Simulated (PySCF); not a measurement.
**Nuclear quadrupole coupling in `Sc1ccno1`**

Compound: C₃H₃NOS.
Bonds: S1–C2, C2–C3 (aromatic), C3–C4 (aromatic), C4–N5 (aromatic), N5–O6 (aromatic), C2–O6 (aromatic). Hydrogens: H7 on S1; H8 on C3; H9 on C4.

Field gradients from the PBE0/pcSseg-1 density (PySCF, non-relativistic), principal values in atomic units, ordered |Vxx| ≤ |Vyy| ≤ |Vzz|:

```
atom      Vxx      Vyy      Vzz
  S1   0.3294   2.4283  -2.7577
  N5  -0.0909  -1.1707   1.2616
  O6  -0.6902  -1.1439   1.8341
```

Q: Find the asymmetry η = (Vxx − Vyy)/Vzz and the couplings χ = eQV/h (234.96 MHz × Q in barn × V in au), with Q(33S) = −0.0678 b, Q(14N) = 0.02044 b, Q(17O) = −0.0256 b.

A: 
```
atom             environment  nucleus     η  χzz (MHz)  χxx (MHz)  χyy (MHz)
  S1            thiol sulfur      33S  0.76      43.93      -5.25     -38.68
  N5  pyridine-type nitrogen      14N  0.86       6.06      -0.44      -5.62
  O6             ring oxygen      17O  0.25     -11.03       4.15       6.88
```

The tensor is traceless: Vxx + Vyy + Vzz = 0.

Q: What is Vzz at S1 in SI units (1 au = 9.71736 × 10²¹ V/m²)?

A: -2.7577 au = -26.798 × 10²¹ V/m².

Q: And the gradient at the other heavy atoms, for which no coupling is worked out here?

A: 
| atom | environment | Vzz (au) | η |
| --- | --- | --- | --- |
| C2 | substituted aromatic carbon | -0.257 | 0.64 |
| C3 | aromatic CH carbon | 0.081 | 0.82 |
| C4 | aromatic CH next to a ring nitrogen | 0.268 | 0.35 |

Were the hydrogens deuterons (Q(2H) = 0.00286 b), χzz would run from 145 kHz (H7) to 215 kHz (H8).

The structure is a single PBE0-D3(BJ)/def2-SVP conformer in the gas phase; no vibrational or solvent corrections. With so small a basis the couplings can be 20 % off.

The values belong to the conformer `[SH:1][c:2]1[cH:3][cH:4][n:5][o:6]1`: H–S1–C2–C3 179°.
